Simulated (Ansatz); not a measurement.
Al3⁺ was relaxed with PBE0-D4 (def2-TZVP) in Ansatz in these states: charge +1 quintet, charge +1 triplet. The geometries follow in no particular order.

A:

Cartesian coordinates in Å:
```
Al 0.0400 -0.7183 -1.3623
Al -0.6482 -0.6896 1.2156
Al 0.6082 1.4079 0.1467
```

B:

```csv
atom,x (Å),y (Å),z (Å)
Al1,-0.265,0.627,0.643
Al2,-1.814,-0.831,-0.614
Al3,2.079,0.204,-0.028
```

Problem. Judge from the bond lengths which geometry belongs to which state (an estimate).

Solution. A is the charge +1 triplet (Al2–Al3 2.668 Å, Al1–Al2 2.668 Å, Al1–Al3 2.669 Å); B is the charge +1 quintet (Al2–Al3 4.071 Å, Al1–Al2 2.471 Å, Al1–Al3 2.474 Å).

At PBE0-D4/def2-TZVP a triplet lies 1.63 eV below the charge +1 quintet. These are the stationary points nearest to one start from a short search; other shapes may lie lower in each state.
